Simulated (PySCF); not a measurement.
## Working out the electron affinity of B

B⁻ [He] 2s2 2p2 (3P) → B [He] 2s2 2p1 (2P). Calculation: PySCF 2.14, in aug-cc-pwCVTZ (7s6p4d2f, 59 functions); the non-relativistic Hamiltonian (point nucleus). Frozen: nothing. Energies in hartree (1 hartree = 27.21139 eV):

```csv
part,B⁻ (lower),B (upper)
UHF,-24.521014,-24.532216
MP2 opposite-spin,-0.089065,-0.080910
MP2 same-spin,-0.016545,-0.005812
```

Task: What does Hartree-Fock give?

Result: (-24.532216) − (-24.521014) = -0.011202 hartree = -0.305 eV.

Task: What do MP2 and SCS-MP2 (6/5 opposite-spin, 1/3 same-spin) give?

Result: The opposite-spin parts differ by 0.222 eV and the same-spin parts by 0.292 eV. MP2: -0.305 + (0.222) + (0.292) = 0.209 eV. SCS-MP2: -0.305 + 1.2 × (0.222) + (0.292)/3 = 0.059 eV.

A first-order spin-orbit estimate adds 0.000 eV to MP2 (valence and next inner shell), giving 0.209 eV against 0.280 eV (measured; photodetachment measurements, as compiled on the Wikipedia data page of electron affinities).

What remains against the reference includes basis incompleteness and correlation beyond second order.
